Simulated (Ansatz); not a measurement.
Chalcopyrite ZnSnAs2, treated with PBE0+SOC (PAW; Ansatz, a program for electronic structure).

Numerical settings: plane-wave cutoff 460 eV, 6×6×6 k mesh, Fermi–Dirac smearing 0.01 eV, PAW data made under PBE.

Cell (measured lattice):

```cif
data_As8Sn4Zn4
_chemical_formula_sum 'Zn4 Sn4 As8'
_space_group_name_H-M_alt 'I-42d'
_space_group_IT_number 122
_space_group_name_Hall 'I -4 2bw'
_cell_length_a 5.85000
_cell_length_b 5.85000
_cell_length_c 11.70000
_cell_angle_alpha 90.000
_cell_angle_beta 90.000
_cell_angle_gamma 90.000
loop_
_atom_site_label
_atom_site_type_symbol
_atom_site_symmetry_multiplicity
_atom_site_Wyckoff_symbol
_atom_site_fract_x
_atom_site_fract_y
_atom_site_fract_z
_atom_site_occupancy
Zn1 Zn 4 a 0.00000 0.00000 0.00000 1
Sn1 Sn 4 b 0.00000 0.00000 0.50000 1
As1 As 8 d 0.22439 0.25000 0.12500 1
```
(The calculation used a cell of 8 atoms; values per cell refer to that cell.)

Question: Give the computed band gap.

Answer: 
- band gap: 1.11 eV (on the SCF k mesh) (direct)

Measured, for comparison: band gap 0.75 eV (temperature not stated, no zero-point or thermal correction, direct or pseudo-direct at Γ, our sources range from 0.65 to 0.75; as tabulated in Ghosh et al. (2024), arXiv:2401.16805). Computed (rounded) less measured: band gap +0.36 eV (+0.36 eV to +0.46 eV over the range).

Note: cell and atoms aren't relaxed at this level (pressure 0.8 GPa).
